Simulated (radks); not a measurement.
**Spin polarisation of the 3s shell in Si³⁺**

Aim: the energy gained and the exchange splitting as electrons of the 3s shell of Si³⁺ are turned from spin down to spin up.

Program: radks (a radial shooting solver on a logarithmic mesh, Libxc functionals) version 1. Level of theory: scalar-relativistic Kohn-Sham, PBE, spin-polarised, spherical densities, finite nucleus. These are calculated values, not measurements, unless marked.

## (1) The system

| Quantity | Value |
| --- | --- |
| element | silicon (Z = 14) |
| charge | +3 |
| electrons | 11 |
| configuration | [Ne] 3s(up 0.5, down 0.5) |
| nuclear rms radius | 3.1224 fm |

A shell typed twice in an input gives spin up, then spin down.

## (2) No moment

The run's settings:

```text
Z 14
configuration [Ne] 3s0.5 3s0.5
relativity scalar-relativistic
functional pbe,pbe
spin polarised
nucleus finite rms 3.1224 fm
c 137.035999084
```

## (3) moment 0.25 in 3s

The run's settings:

```text
Z 14
configuration [Ne] 3s0.625 3s0.375
relativity scalar-relativistic
functional pbe,pbe
spin polarised
nucleus finite rms 3.1224 fm
c 137.035999084
```

## (4) moment 0.5 in 3s

The run's settings:

```text
Z 14
configuration [Ne] 3s0.75 3s0.25
relativity scalar-relativistic
functional pbe,pbe
spin polarised
nucleus finite rms 3.1224 fm
c 137.035999084
```

## (5) moment 0.75 in 3s

The run's settings:

```text
Z 14
configuration [Ne] 3s0.875 3s0.125
relativity scalar-relativistic
functional pbe,pbe
spin polarised
nucleus finite rms 3.1224 fm
c 137.035999084
```

## (6) moment 1 in 3s

The run's settings:

```text
Z 14
configuration [Ne] 3s1 3s0
relativity scalar-relativistic
functional pbe,pbe
spin polarised
nucleus finite rms 3.1224 fm
c 137.035999084
```

What does the calculation give? Wanted: for each run, moment; E − E(0); ε(3s up); ε(3s down); splitting.

**Answer**, as computed:

```tsv
moment (μB)	E − E(0) (eV)	ε(3s up) (eV)	ε(3s down) (eV)	splitting (eV)
0	0.000	-39.488	-39.488	0.000
0.25	-0.033	-39.744	-39.223	0.521
0.5	-0.129	-39.985	-38.962	1.023
0.75	-0.287	-40.205	-38.711	1.494
```

**Reading.** At a moment of 0.75 μB the energy has fallen by 0.29 eV and the 3s levels split by 1.49 eV, 1.992 eV per μB. The Stoner form E = −I m²/4 would give I = 2.040 eV. The energy falls at every step.
